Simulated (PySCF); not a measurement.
## Potential energy of NaSi along the bond

Set-up: PySCF, no relativity, basis sets Na 6-311G(d,p), Si 6-311G(d,p). Energies in eV from Na + Si in their ground configurations at the same level. State: ⁴Σ⁻ (quartet), unpaired electrons σ ↑, π ↑↑.

All columns are BLYP. A positive dipole means Na(−)Si(+).

| R (Å) | E (eV) | μ (D) | Mulliken charge on Na (basis-dependent) | HOMO (eV) | LUMO (eV) | Mayer bond order | ⟨S²⟩ |
| --- | --- | --- | --- | --- | --- | --- | --- |
| 2.333 | -0.812 | -5.45 | 0.33 | -3.49 | -2.89 | 1.05 | 3.75 |
| 2.442 | -0.994 | -5.70 | 0.33 | -3.41 | -2.93 | 1.02 | 3.75 |
| 2.550 | -1.101 | -5.91 | 0.33 | -3.34 | -2.96 | 1.00 | 3.75 |
| 2.632 | -1.144 | -6.06 | 0.34 | -3.30 | -2.98 | 0.97 | 3.75 |
| 2.713 | -1.162 | -6.20 | 0.34 | -3.26 | -3.00 | 0.95 | 3.75 |
| 2.794 | -1.162 | -6.32 | 0.35 | -3.22 | -3.02 | 0.93 | 3.75 |
| 2.903 | -1.140 | -6.47 | 0.35 | -3.18 | -3.04 | 0.90 | 3.75 |
| 3.039 | -1.089 | -6.62 | 0.36 | -3.14 | -3.05 | 0.86 | 3.75 |
| 3.201 | -1.009 | -6.74 | 0.36 | -3.10 | -3.06 | 0.82 | 3.75 |
| 3.418 | -0.889 | -6.84 | 0.35 | -3.08 | -3.07 | 0.76 | 3.75 |

A fit through these points gives, at Re = 2.752 Å, μ = -6.26 D and dμ/dR = -1.53 D/Å; the reduced mass is 12.62 u.

Task: How strong is the fundamental in the double-harmonic approximation, I = 42.26·(dμ/dR)²/μred km/mol?

Result: I = 42.26·(-1.53)²/12.62 = 7.84 km/mol at BLYP.

The state is the lowest determinant that a PBE0 search found; another state may lie lower at other levels.
